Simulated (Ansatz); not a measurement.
A nudged elastic band was laid between two geometries of BH5SSi (8 atoms, charge 0, multiplicity 1).

Level of theory: Ansatz, RKS PBE/cc-pVDZ.

```json
{
 "movable images": "8",
 "climbing image": "no",
 "spring": "5.0 eV/Å²",
 "optimiser": "quadratic models (default)",
 "start path": "IDPP",
 "force threshold": "0.05 eV/Å",
 "iteration limit": "60",
 "end points": "relaxed"
}
```

Initial state:

```xyz
8
Properties=species:S:1:pos:R:3
B -1.199 1.104 -0.582
S -1.257 -0.424 0.354
Si 0.890 -0.896 0.462
H -0.149 1.579 -0.964
H -2.267 1.629 -0.811
H 1.614 0.188 1.215
H 1.452 -1.031 -0.928
H 1.008 -2.205 1.199
```

Final state:

```xyz
8
Properties=species:S:1:pos:R:3
B -1.544 -0.023 -0.788
S -0.856 0.887 0.596
Si 1.181 0.051 0.635
H -0.890 -0.839 -1.402
H -2.696 0.229 -1.069
H 1.900 0.717 1.780
H 1.880 0.357 -0.663
H 1.118 -1.436 0.856
```

Problem. Which bonds break or form, and what moves?

Solution. No bond is made or broken. The dihedral B1–S2–Si3–H7 goes from -59 to 61°. The two ends are copies of one structure, up to a mirror image or an exchange of like atoms.

Problem. Give the energies along the band, and the barrier.

Solution. The run converged. The highest image is number 4 of 0 to 9, 0.008 eV above the ends, which have the same energy within 2 meV. The top lies less than 8 meV above the higher end, about what the thresholds resolve: that end is a shoulder or a very shallow well. No image climbed, so the highest image needn't sit at the top of the path.

```json
{"image": "0", "path coordinate (Å)": "0.00", "energy (eV)": "0.000", "dihedral B1–S2–Si3–H7 (°)": "-59"}
{"image": "1", "path coordinate (Å)": "0.38", "energy (eV)": "0.002", "dihedral B1–S2–Si3–H7 (°)": "-46"}
{"image": "2", "path coordinate (Å)": "0.75", "energy (eV)": "0.005", "dihedral B1–S2–Si3–H7 (°)": "-33"}
{"image": "3", "path coordinate (Å)": "1.13", "energy (eV)": "0.007", "dihedral B1–S2–Si3–H7 (°)": "-20"}
{"image": "4", "path coordinate (Å)": "1.50", "energy (eV)": "0.008", "dihedral B1–S2–Si3–H7 (°)": "-6"}
{"image": "5", "path coordinate (Å)": "1.88", "energy (eV)": "0.008", "dihedral B1–S2–Si3–H7 (°)": "8"}
{"image": "6", "path coordinate (Å)": "2.25", "energy (eV)": "0.007", "dihedral B1–S2–Si3–H7 (°)": "22"}
{"image": "7", "path coordinate (Å)": "2.63", "energy (eV)": "0.004", "dihedral B1–S2–Si3–H7 (°)": "36"}
{"image": "8", "path coordinate (Å)": "3.01", "energy (eV)": "0.001", "dihedral B1–S2–Si3–H7 (°)": "49"}
{"image": "9", "path coordinate (Å)": "3.38", "energy (eV)": "0.000", "dihedral B1–S2–Si3–H7 (°)": "61"}
```

Problem. What is the geometry of the highest image?

Solution. 
```xyz
8
Properties=species:S:1:pos:R:3
B -1.391 0.693 -0.859
S -1.059 0.051 0.779
Si 1.056 -0.551 0.695
H -0.551 0.718 -1.731
H -2.521 1.098 -1.025
H 1.835 0.315 1.652
H 1.577 -0.395 -0.709
H 1.145 -1.986 1.144
```

The run took 88 s on 1 thread of Arm Neoverse V2, on a shared host, peak memory 0.11 GiB.
